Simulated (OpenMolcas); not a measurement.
# AlH2F (SMILES [H][Al]([H])[F]): a chain of runs

Aim: a single-point energy (UHF/STO-3G), then the energy (CASSCF(2,2)/STO-3G), then the energy (CASPT2(2,2)/STO-3G), then the energy (SC-NEVPT2(2,2)/STO-3G), then the energy (MRCI(2,2)/STO-3G) of AlH2F. 

The results are computed with OpenMolcas 26.06.

1 further run of the same task is left out (for a known fault of the program).

## Step 1: The structure to begin with

AlH2F has 4 atoms, charge 0, and is taken as a singlet. As SMILES, `[H][Al]([H])[F]`. The Al1–H3 distance was set to 2.674 Å, away from the relaxed value. At this shape a bond of the SMILES string is far longer than usual.

Bond lengths: Al1–F4 1.642 Å, Al1–H2 1.528 Å. Angles: H2–Al1–F4 119.2°.

## Step 2: A single-point energy at UHF/STO-3G (run 1)

step1.input

```
>>> EXPORT MOLCAS_PRINT=2
&GATEWAY
BASLIB
$CurrDir
COORD
4
angstrom
Al       0.588518      -0.961882       0.016209
H        2.115828      -1.012432       0.029349
H       -0.738990       1.358820      -0.019420
F       -0.258602      -2.368192       0.019669
BASIS
STO-3G
GROUP
NoSym
&SEWARD
&SCF
UHF
SCRAMBLE
0.25
PRORBITALS
1 1
```

The basis set STO-3G is read from a file made from the Basis Set Exchange's data (not shown).

Run with:

```console
$ export MOLCAS_MEM=1860
$ pymolcas step1.input > step1.log
```

The program printed:

```text
--- Start Module: gateway ---
[...]
--- Stop Module: gateway /rc=_RC_ALL_IS_WELL_ ---
--- Start Module: seward ---
[...]
      Basis functions           16
--- Stop Module: seward /rc=_RC_ALL_IS_WELL_ ---
--- Start Module: scf ---
[...]
       Convergence after  24 Iterations
[...]
::    Total SCF energy                               -338.0721843551
[...]
      Total spin, S                                     0.5491730075
[...]
      Total electronic charge=   24.000000
      Total            charge=   -0.000000
[...]
      Dipole Moment (debye):
      Origin of the operator (angstrom)=    0.2574   -1.4709    0.0171
                   X= -2.0057E-02               Y=  1.2232E+00               Z= -6.6372E-03           Total=  1.2234E+00
      Quadrupole Moment (debye*angstrom):
[...]
--- Stop Module: scf /rc=_RC_ALL_IS_WELL_ ---
[...]
```

It took 1.6 s on 1 thread of Arm Neoverse V2, shared host; peak memory 0.37 GiB.

## Step 3: A single-point energy at CASSCF(2,2)/STO-3G (run 2)

step2.inp

```
&GATEWAY
  BasLib=$CurrDir
  Coord
  4
  angstrom
  Al       0.588518      -0.961882       0.016209
  H        2.115828      -1.012432       0.029349
  H       -0.738990       1.358820      -0.019420
  F       -0.258602      -2.368192       0.019669
  Basis=STO-3G
  Group=NoSym

&SEWARD

&RASSCF
  FileOrb=$CurrDir/step1.UnaOrb
  Spin=1
  Nactel=2 0 0
  Inactive=11
  Ras2=2
  OrbListing=Nothing
```

The basis set STO-3G is read from a file made from the Basis Set Exchange's data (not shown).

Run with:

```console
$ export MOLCAS_MEM=1860
$ pymolcas step2.inp > step2.log
```

The program printed:

```text
--- Start Module: gateway ---
[...]
--- Stop Module: gateway /rc=_RC_ALL_IS_WELL_ ---
--- Start Module: seward ---
[...]
      Basis functions           16
--- Stop Module: seward /rc=_RC_ALL_IS_WELL_ ---
--- Start Module: rasscf ---
[...]
      Number of active orbitals                  2
[...]
      Spin quantum number                      0.0
[...]
      Active orbitals                            2
[...]
      Number of CSFs                             3
[...]
      Number of root(s) required                 1
[...]
      Convergence after  8 iterations
[...]
      printout of CI-coefficients larger than  0.05 for root  1
      energy=    -338.090612
      conf/sym  11     Coeff  Weight
             1  20  -0.90257 0.81464
             3  02   0.43053 0.18536
      Natural orbitals and occupation numbers for root  1
      sym 1:   1.629282   0.370718
      ************************************************************************************************************************
      *                                                    Final results                                                     *
[...]
::    RASSCF root number  1 Total energy:   -338.09061170
[...]
      Total electronic charge=   24.000000
      Total            charge=   -0.000000
[...]
      Dipole Moment (debye):
      Origin of the operator (angstrom)=    0.2574   -1.4709    0.0171
                   X=  1.4627E-01               Y=  9.4947E-01               Z= -1.5629E-03           Total=  9.6067E-01
      Quadrupole Moment (debye*angstrom):
[...]
--- Stop Module: rasscf /rc=_RC_ALL_IS_WELL_ ---
[...]
```

It took 1.3 s on 1 thread of Arm Neoverse V2, shared host; peak memory 0.37 GiB.

## Step 4: A single-point energy at CASPT2(2,2)/STO-3G (run 3)

step3.inp

```
&GATEWAY
  BasLib
  $CurrDir
  Coord
  4
  angstrom
  Al       0.588518      -0.961882       0.016209
  H        2.115828      -1.012432       0.029349
  H       -0.738990       1.358820      -0.019420
  F       -0.258602      -2.368192       0.019669
  Basis
  STO-3G
  Group
  NoSym

&SEWARD

&RASSCF
  FileOrb
  $CurrDir/step2.RasOrb
  Spin
  1
  Nactel
  2 0 0
  Inactive
  11
  Ras2
  2
  OrbListing
  Nothing

&CASPT2
  Imaginary
  0.1
  Frozen
  6
```

The basis set STO-3G is read from a file made from the Basis Set Exchange's data (not shown).

Run with:

```console
$ export MOLCAS_MEM=1860
$ pymolcas step3.inp > step3.log
```

The program printed:

```text
--- Start Module: gateway ---
[...]
--- Stop Module: gateway /rc=_RC_ALL_IS_WELL_ ---
[...]
      Basis functions           16
[...]
--- Start Module: rasscf ---
[...]
      Number of active orbitals                  2
[...]
      Spin quantum number                      0.0
[...]
      Active orbitals                            2
[...]
      Number of CSFs                             3
[...]
      Number of root(s) required                 1
[...]
      Convergence after  4 iterations
[...]
      printout of CI-coefficients larger than  0.05 for root  1
      energy=    -338.090612
      conf/sym  11     Coeff  Weight
             1  20  -0.90257 0.81464
             3  02   0.43053 0.18536
      Natural orbitals and occupation numbers for root  1
      sym 1:   1.629282   0.370718
      ************************************************************************************************************************
      *                                                    Final results                                                     *
[...]
::    RASSCF root number  1 Total energy:   -338.09061170
[...]
      Total electronic charge=   24.000000
      Total            charge=   -0.000000
[...]
      Dipole Moment (debye):
      Origin of the operator (angstrom)=    0.2574   -1.4709    0.0171
                   X=  1.4628E-01               Y=  9.4947E-01               Z= -1.5576E-03           Total=  9.6067E-01
      Quadrupole Moment (debye*angstrom):
[...]
--- Stop Module: rasscf /rc=_RC_ALL_IS_WELL_ ---
--- Start Module: caspt2 ---
[...]
 ###    WARNING: User changed nr of frozen orbitals.                         ###
 ###############################################################################
[...]
      E2 (Variational):          -0.0392805117
      Total energy:            -338.1298922146
[...]
      Reference weight:           0.97871
[...]
::    CASPT2 Root  1     Total energy:   -338.12989221
[...]
--- Stop Module: caspt2 /rc=_RC_ALL_IS_WELL_ ---
[...]
```

It took 1.4 s on 1 thread of Arm Neoverse V2, shared host; peak memory 0.37 GiB.

## Step 5: The energy at SC-NEVPT2(2,2)/STO-3G (run 4)

step4.input

```
* AlFH2 NEVPT2
>>> EXPORT MOLCAS_PRINT=2

&GATEWAY
 BASLIB = $CurrDir
 COORD
 4
 angstrom
 Al       0.588518      -0.961882       0.016209
 H        2.115828      -1.012432       0.029349
 H       -0.738990       1.358820      -0.019420
 F       -0.258602      -2.368192       0.019669
 BASIS = STO-3G
 GROUP = NoSym

&SEWARD

&RASSCF
 FILEORB = $CurrDir/step2.RasOrb
 SPIN = 1
 NACTEL = 2 0 0
 INACTIVE = 11
 RAS2 = 2
 ORBLISTING = Nothing

&CASPT2
 SC-NEVPT2
 FROZEN = 6
```

The basis set STO-3G is read from a file made from the Basis Set Exchange's data (not shown).

Run with:

```console
$ export MOLCAS_MEM=1860
$ pymolcas step4.input > step4.log
```

The program printed:

```text
--- Start Module: gateway ---
[...]
--- Stop Module: gateway /rc=_RC_ALL_IS_WELL_ ---
[...]
      Basis functions           16
[...]
--- Start Module: rasscf ---
[...]
      Number of active orbitals                  2
[...]
      Spin quantum number                      0.0
[...]
      Active orbitals                            2
[...]
      Number of CSFs                             3
[...]
      Number of root(s) required                 1
[...]
      Convergence after  4 iterations
[...]
      printout of CI-coefficients larger than  0.05 for root  1
      energy=    -338.090612
      conf/sym  11     Coeff  Weight
             1  20  -0.90257 0.81464
             3  02   0.43053 0.18536
      Natural orbitals and occupation numbers for root  1
      sym 1:   1.629282   0.370718
      ************************************************************************************************************************
      *                                                    Final results                                                     *
[...]
::    RASSCF root number  1 Total energy:   -338.09061170
[...]
      Total electronic charge=   24.000000
      Total            charge=   -0.000000
[...]
      Dipole Moment (debye):
      Origin of the operator (angstrom)=    0.2574   -1.4709    0.0171
                   X=  1.4628E-01               Y=  9.4947E-01               Z= -1.5576E-03           Total=  9.6067E-01
      Quadrupole Moment (debye*angstrom):
[...]
--- Stop Module: rasscf /rc=_RC_ALL_IS_WELL_ ---
--- Start Module: caspt2 ---
[...]
 ###    WARNING: User changed nr of frozen orbitals.                         ###
 ###############################################################################
[...]
      E2 (Variational):          -0.0381265404
[...]
      E2 (Variational):          -0.0381105633
      Total energy:            -338.1287222662
[...]
      Reference weight:           0.97998
[...]
::    SC-NEVPT2 Root  1     Total energy:   -338.12872227
[...]
--- Stop Module: caspt2 /rc=_RC_ALL_IS_WELL_ ---
[...]
```

Run time: 1.4 s. Hardware: 1 thread of Arm Neoverse V2, shared host; peak memory 0.37 GiB.

## Step 6: A single-point energy at MRCI(2,2)/STO-3G (run 5)

step5.input

```
&GATEWAY
 BASLIB
 $CurrDir
 COORD
 4
 angstrom
 Al       0.588518      -0.961882       0.016209
 H        2.115828      -1.012432       0.029349
 H       -0.738990       1.358820      -0.019420
 F       -0.258602      -2.368192       0.019669
 BASIS
 STO-3G
 GROUP
 NoSym

&SEWARD

&RASSCF
 FILEORB
 $CurrDir/step2.RasOrb
 SPIN
 1
 NACTEL
 2 0 0
 INACTIVE
 11
 RAS2
 2
 ORBLISTING
 Nothing

&MOTRA
 LUMORB
 FROZEN
 6

&GUGA
 ELECTRONS
 12
 SPIN
 1
 INACTIVE
 5
 ACTIVE
 2
 CIALL
 1

&MRCI
 SDCI
```

The basis set STO-3G is read from a file made from the Basis Set Exchange's data (not shown).

Run with:

```console
$ export MOLCAS_MEM=1860
$ pymolcas step5.input > step5.log
```

The program printed:

```text
--- Start Module: gateway ---
[...]
--- Stop Module: gateway /rc=_RC_ALL_IS_WELL_ ---
[...]
      Basis functions           16
[...]
      Number of active orbitals                  2
[...]
      Spin quantum number                      0.0
[...]
      Active orbitals                            2
[...]
      Number of CSFs                             3
[...]
      Number of root(s) required                 1
[...]
      Convergence after  4 iterations
[...]
      printout of CI-coefficients larger than  0.05 for root  1
      energy=    -338.090612
      conf/sym  11     Coeff  Weight
             1  20  -0.90257 0.81464
             3  02   0.43053 0.18536
      Natural orbitals and occupation numbers for root  1
      sym 1:   1.629282   0.370718
      ************************************************************************************************************************
      *                                                    Final results                                                     *
[...]
::    RASSCF root number  1 Total energy:   -338.09061170
[...]
      Dipole Moment (debye):
      Origin of the operator (angstrom)=    0.2574   -1.4709    0.0171
                   X=  1.4628E-01               Y=  9.4947E-01               Z= -1.5576E-03           Total=  9.6067E-01
      Quadrupole Moment (debye*angstrom):
[...]
      *** WARNING: Default frozen orbitals is overwritten by user input.
      *** Default values:   3
[...]
--- Start Module: guga ---
[...]
--- Stop Module: guga /rc=_RC_ALL_IS_WELL_ ---
--- Start Module: mrci ---
[...]
       (But an ACPF correction will be computed)
       USE THE DEFAULT ACPF G-VALUE GFAC=  0.16666666666666666
[...]
                      CI ENERGY:  -338.14082619
[...]
                ACPF CORRECTION:    -0.00188737
[...]
      Total electronic charge=   24.000000
      Total            charge=   -0.000000
[...]
     ACPF CORRECTION:     -0.00188737
[...]
  CI State   1     Total energy:   -338.14082619     QDav:     -0.00228200     QACPF:     -0.00188737
[...]
--- Stop Module: mrci /rc=_RC_ALL_IS_WELL_ ---
[...]
```

It took 1.4 s on 1 thread of Arm Neoverse V2, shared host; peak memory 0.37 GiB.

## Step 7: Summary of results

| quantity | value |
| --- | --- |
| run 1, UHF/STO-3G: total energy | -338.07218 Eh |
| run 1, UHF/STO-3G: dipole moment | 1.22 D |
| run 1, UHF/STO-3G: HOMO energy | -4.73 eV |
| run 1, UHF/STO-3G: LUMO energy | 7.83 eV |
| run 1, UHF/STO-3G: HOMO–LUMO gap | 12.56 eV |
| run 1, UHF/STO-3G: ⟨S²⟩ | 0.851 |
| run 2, CASSCF(2,2)/STO-3G: total energy | -338.09061 Eh |
| run 2, CASSCF(2,2)/STO-3G: dipole moment (CASSCF density) | 0.96 D |
| run 3, CASPT2(2,2)/STO-3G: total energy | -338.12989 Eh |
| run 3, CASPT2(2,2)/STO-3G: dipole moment (CASSCF density) | 0.96 D |
| run 4, SC-NEVPT2(2,2)/STO-3G: total energy | -338.12872 Eh |
| run 4, SC-NEVPT2(2,2)/STO-3G: dipole moment (CASSCF density) | 0.96 D |
| run 5, MRCI(2,2)/STO-3G: total energy | -338.14083 Eh |
| run 5, MRCI(2,2)/STO-3G: dipole moment (CASSCF density) | 0.96 D |

⟨S²⟩ (run 1, UHF/STO-3G) is 0.85 where a pure singlet has 0.00: the reference is spin-contaminated. Mulliken charges (run 3, CASPT2(2,2)/STO-3G) of the CASSCF density run from -0.39 on F4 to +0.77 on Al1. Mulliken charges (run 4, SC-NEVPT2(2,2)/STO-3G) of the CASSCF density run from -0.39 on F4 to +0.77 on Al1.
